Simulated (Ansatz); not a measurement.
Abridged output of a molecular run in Ansatz:

```
Functional definition: HF
1446 factors; integrals over basis functions are off by at most 9.2e-4 eV
mean field evaluation 1: about -11256.1997 eV, gradient 3.9e1 eV
mean field evaluation 2: about -11256.4506 eV, gradient 3.9e1 eV
mean field evaluation 4: about -11259.5993 eV, gradient 4.4e0 eV
mean field evaluation 8: about -11259.6591 eV, gradient 2.8e-1 eV
mean field -11259.65943647 eV, -413.7848522191 hartree, gradient 2.1e-6 eV, S^2 0.000000; 0 other end points of the search recorded, 0 dependent functions left out
6 core orbitals not correlated: weight in the atoms' cores, before any rotation towards them, 1.000 or more for the frozen orbitals, at most 0.000 for the correlated occupied ones
reference -11259.65943647 eV, -413.7848522191 hartree; 18, 18 occupied and 204, 204 virtual orbitals, 1446 factors
second order -33.30307422 eV of doubles, -0.00000000 eV of singles
cycle   1  -33.03190498 eV  change    2.7e-1 eV  update   1.1e-1
cycle   2  -33.70177466 eV  change   -6.7e-1 eV  update   3.2e-2
cycle   3  -33.85528600 eV  change   -1.5e-1 eV  update   1.5e-2
cycle   4  -33.83896588 eV  change    1.6e-2 eV  update   3.0e-3
cycle   5  -33.83739418 eV  change    1.6e-3 eV  update   1.3e-3
cycle   6  -33.83864930 eV  change   -1.3e-3 eV  update   3.8e-4
cycle   7  -33.83850022 eV  change    1.5e-4 eV  update   1.6e-4
cycle   8  -33.83837289 eV  change    1.3e-4 eV  update   4.3e-5
cycle   9  -33.83837596 eV  change   -3.1e-6 eV  update   1.6e-5
perturbative correction -1.18600537 eV, -0.0435848936 hartree
Total energy: -11294.68381781 eV, -415.0719744927 hartree
```

Its atoms:

Z-matrix (Å, degrees):
```
C
C 1 1.519
C 1 1.477 2 59.2
F 1 1.352 2 117.9 3 108.5
H 1 1.085 2 118.9 3 -108.1
H 2 1.083 1 115.8 3 -105.6
H 2 1.082 1 118.2 3 109.1
F 3 1.334 1 119.5 2 109.4
F 3 1.341 1 119.0 2 -110.3
```

Task: Which basis set was used?
A. cc-pV(Q+d)Z
B. cc-pV(D+d)Z
C. def2-TZVPPD
D. def2-TZVPP

Result: D. It gives 228 functions.

Task: Write the keys of the input that set method, charge and spin (a neutral closed shell needs none for the last two).

Result: 
```yaml
correlation: {method: ccsd_t}
```
